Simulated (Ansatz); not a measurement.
# SiNHO (singlet): relaxing a cheap start

Aim: relax a generated start of SiNHO (singlet) and see which bonds hold.

Method: RKS PBE0/def2-TZVP; program: Ansatz 0.2.0, Gaussian basis.

### Step 1. Starting geometry

4 atoms, charge 0, spin multiplicity 1.

Atoms are counted from 1 here; the program's logs count them from 0.

Bond lengths: N1–O2 1.334 Å, N1–H4 1.022 Å, O2–Si3 1.546 Å. Angles: O2–N1–H4 107.4°, N1–O2–Si3 170.9°.

The start was built by rule and, where that kept it together, relaxed with GFN2-xTB. Sticks and bond lists go by distance. 

### Step 2. Relaxation

Contents of in.yaml:

```yaml
crystal:
  periodic: [false, false, false]
  atoms:
    - {symbol: N, position_ang: [-1.711634, -0.146480, -0.002115]}
    - {symbol: O, position_ang: [-0.391435, 0.043900, 0.000162]}
    - {symbol: Si, position_ang: [1.153898, 0.020218, 0.000770]}
    - {symbol: H, position_ang: [-2.153649, 0.775339, 0.005346]}
basis:
  gaussian: {orbitals: def2-TZVP}
hamiltonian: {xc: pbe0}
relax: {f_tol: 0.004, max_steps: 80}
```

Run with:

```console
$ ansatz run in.yaml --threads 1 --pin off --events-out ev --progress --plain --max-ram 2176MiB
```

What does the calculation give? Wanted: energy gained; shift from the start; total energy; dipole moment.

**Answer**, as computed:

```
                  quantity           value
                     steps               7
             energy gained        0.028 eV
shift from the start (rms)         0.026 Å
              total energy  -11421.4032 eV
             dipole moment          3.25 D
```

The bonds of the start are those of the end. O2–Si3 went from 1.546 to 1.558 Å. No vibrations were run, so this is a stationary point, not a proven minimum, and this spin need not be the ground state's.
